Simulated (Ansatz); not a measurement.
C2H6OS can be A, `COCS`, or B, `CC(O)S`.

Isolated molecules relaxed with PBE0-D4/def2-TZVP in Ansatz; ΔE leaves out vibrations. CBS: MP2 limit from def2 TZ/QZ plus the TZ coupled-cluster correction, frozen cores. This one scheme is used for every species. DFT in def2-TZVPP. B3LYP here is the variant with VWN-RPA as its local correlation; programs differ in this. Each species was taken in one conformer, which may not be the lowest.

Task: Which is lower in electronic energy at CCSD(T)/CBS, and by how much? (Best estimate.)

Result: The calculation gave: B, by 44.7 kJ/mol.

Task: Give E(B) − E(A) in kJ/mol with B3LYP-D4, ωB97M-V, B2PLYP, r2SCAN-D4, CCSD(T)/def2-TZVPP, MP2/def2-TZVPP, PBE-D4. (Best estimate.)

Result: The calculation gave: B3LYP-D4 -34.3, ωB97M-V -41.6, B2PLYP -37.5, r2SCAN-D4 -38.3, CCSD(T)/def2-TZVPP -41.9, MP2/def2-TZVPP -46.1, PBE-D4 -36.4. None reverses the order clearly.

Largest T1 diagnostic: 0.011.

From PBE to PBE0 (25 % exact exchange), in def2-TZVPP and without D4, E(B) − E(A) moves by −3.5 kJ/mol. In def2-TZVPP, CCSD(T) changes the Hartree–Fock value by −8.1 kJ/mol (the triples alone add −0.0 kJ/mol) and MP2 by −12.3 kJ/mol.
